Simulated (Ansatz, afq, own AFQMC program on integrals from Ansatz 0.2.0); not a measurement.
Where AFQMC and coupled cluster stand for H$_{2}$F, doublet

```xyz
3

H     0.0000    0.0000   -0.9307
H     0.0000    0.0000   -0.0397
F     0.0000    0.0000    0.9703
```

Basis cc-pVTZ. Noble-gas cores (and the filled d shells of Ga–Kr and In–Xe) are frozen. Integrals, coupled cluster, full CI and functionals: Ansatz 0.2.0; the random walks run on the same integrals in our own AFQMC program. The CISD trial takes its coefficients from CCSD amplitudes. Released means that phaseless walkers are propagated on without the constraint, phases kept. ± is one standard error of the sampling.

Determinant: UHF, the one that the program's search chose, which needn't be the lowest solution. The geometry is a point of a scan.

No full CI on the walks' own integrals is used here; CCSDT(Q) serves as the reference and is uncertain by about the last step of the cluster series.

Cautions: the ph-AFQMC/HF walk drifts between its halves (2.0 errors); the ph-AFQMC/CISD walk drifts between its halves (2.9 errors).

* T1 diagnostic: 0.0122
* weight of the determinant in the CISD state: 0.942
* ⟨S²⟩ of the determinant: 0.768
* size of the correlated space: 9 electrons in 57 orbitals

Reference: CCSDT(Q), correlation energy -8.015 eV. The released energy is read at 2.40 1/Eh (meV from the phaseless value at times in 1/Eh: -5 ± 3 at 0.24, -8.0 ± 2.0 at 0.51, -6 ± 3 at 0.99, -4 ± 4 at 1.62, -5 ± 5 at 2.40).

```json
{"level": "HF", "E − E(reference) (kcal/mol)": "184.84", "share of correlation (%)": "0.00"}
{"level": "MP2", "E − E(reference) (kcal/mol)": "8.35", "share of correlation (%)": "95.49"}
{"level": "CCSD", "E − E(reference) (kcal/mol)": "4.90", "share of correlation (%)": "97.35"}
{"level": "CCSD(T)", "E − E(reference) (kcal/mol)": "0.29", "share of correlation (%)": "99.84"}
{"level": "CCSDT", "E − E(reference) (kcal/mol)": "0.20", "share of correlation (%)": "99.89"}
{"level": "ph-AFQMC/HF", "E − E(reference) (kcal/mol)": "0.73 ± 0.56", "share of correlation (%)": "99.60"}
{"level": "ph-AFQMC/CISD", "E − E(reference) (kcal/mol)": "0.14 ± 0.07", "share of correlation (%)": "99.92"}
{"level": "released AFQMC", "E − E(reference) (kcal/mol)": "0.02 ± 0.12", "share of correlation (%)": "99.99"}
```

A walk keeps the symmetry of its determinant, which the program's search chose and which needn't be the lowest solution, so a lower state of the same spin and another symmetry isn't excluded. Released energies are given only where the last usable release times agree within the noise; a slower fall can still hide under it.
